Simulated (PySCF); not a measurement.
Molecule: CH2=CHCHFCH3, C$_{4}$H$_{7}$F.

Atom-mapped SMILES (the numbers label the heavy atoms): `[CH2:1]=[CH:2][C@H:3]([CH3:4])[F:5]`. Hydrogens are named by the atom that carries them. Ha(C1) is cis to C3; Hb(C1) is trans to C3.

Geometry PBE0-D3(BJ)/def2-SVP throughout; GIAO in PySCF 2.14, gas phase, one conformer, non-relativistic; equivalent atoms averaged; basis pcSseg-2.

Task: How do the shifts δ (against TMS at the same level) depend on the functional? (a selection of nuclei; ppm; last column core-seconds on shared hosts with different chips, so compare them loosely; the GGAs took longer than the global hybrids here, which isn't the general rule, and the cause wasn't traced)

Result: 
| functional | kind | C2 | C1 | C3 | C4 | H(C2) | Ha(C1) | Hb(C1) | H(C3) | H(C4) | core-s |
| --- | --- | --- | --- | --- | --- | --- | --- | --- | --- | --- | --- |
| HF | Hartree–Fock | 148.5 | 122.7 | 82.2 | 23.7 | 5.95 | 5.87 | 5.42 | 4.61 | 1.30 | 15 |
| LDA | LDA | 158.3 | 124.6 | 99.6 | 23.2 | 6.38 | 5.80 | 5.47 | 5.46 | 1.25 | 36 |
| PBE | GGA | 151.8 | 119.5 | 96.8 | 23.8 | 6.25 | 5.71 | 5.36 | 5.33 | 1.25 | 42 |
| BLYP | GGA | 151.9 | 118.5 | 97.7 | 24.6 | 6.16 | 5.65 | 5.27 | 5.30 | 1.29 | 42 |
| BP86 | GGA | 151.1 | 119.2 | 96.6 | 23.8 | 6.21 | 5.70 | 5.34 | 5.31 | 1.26 | 42 |
| OPBE | GGA | 145.8 | 116.3 | 93.5 | 22.9 | 6.27 | 5.74 | 5.39 | 5.30 | 1.23 | 43 |
| KT2 | GGA | 142.5 | 111.9 | 93.6 | 23.4 | 6.07 | 5.55 | 5.19 | 5.30 | 1.24 | 44 |
| KT3 | GGA | 140.6 | 110.8 | 92.7 | 23.5 | 6.04 | 5.54 | 5.18 | 5.25 | 1.26 | 44 |
| B97-D | GGA | 146.5 | 115.5 | 95.0 | 24.0 | 6.13 | 5.64 | 5.27 | 5.29 | 1.29 | 42 |
| B3LYP | global hybrid | 152.4 | 121.2 | 94.5 | 24.3 | 6.11 | 5.72 | 5.34 | 5.12 | 1.29 | 28 |
| PBE0 | global hybrid | 152.0 | 122.3 | 92.9 | 23.6 | 6.18 | 5.80 | 5.43 | 5.10 | 1.25 | 28 |
| mPW1PW91 | global hybrid | 151.8 | 122.5 | 92.9 | 23.6 | 6.15 | 5.78 | 5.41 | 5.08 | 1.26 | 28 |
| WP04 | global hybrid | 148.4 | 122.2 | 96.2 | 24.2 | 5.74 | 5.56 | 5.17 | 4.98 | 1.29 | 34 |
| B97-2 | global hybrid | 148.5 | 119.6 | 92.2 | 23.6 | 6.11 | 5.74 | 5.37 | 5.10 | 1.26 | 32 |
| BHandHLYP | global hybrid | 152.0 | 123.3 | 89.9 | 24.1 | 6.03 | 5.79 | 5.40 | 4.91 | 1.29 | 31 |
| CAM-B3LYP | range-separated hybrid | 154.9 | 124.5 | 93.8 | 24.3 | 6.14 | 5.82 | 5.43 | 5.05 | 1.31 | 35 |
| wB97X-D | range-separated hybrid | 153.0 | 123.9 | 92.5 | 24.0 | 6.14 | 5.84 | 5.45 | 5.00 | 1.27 | 41 |
| LC-wPBE | range-separated hybrid | 156.5 | 128.9 | 92.8 | 23.7 | 6.21 | 5.97 | 5.58 | 4.98 | 1.28 | 59 |

Task: Which nucleus among those listed moves most, in ppm?

Result: C1 (terminal =CH2 carbon): from 110.8 ppm with KT3 to 128.9 ppm with LC-wPBE. The smallest spread is 0.07 ppm, at H(C4). Proton shifts span only some 12 ppm, so a few tenths of a ppm matter as much there as several ppm in carbon.
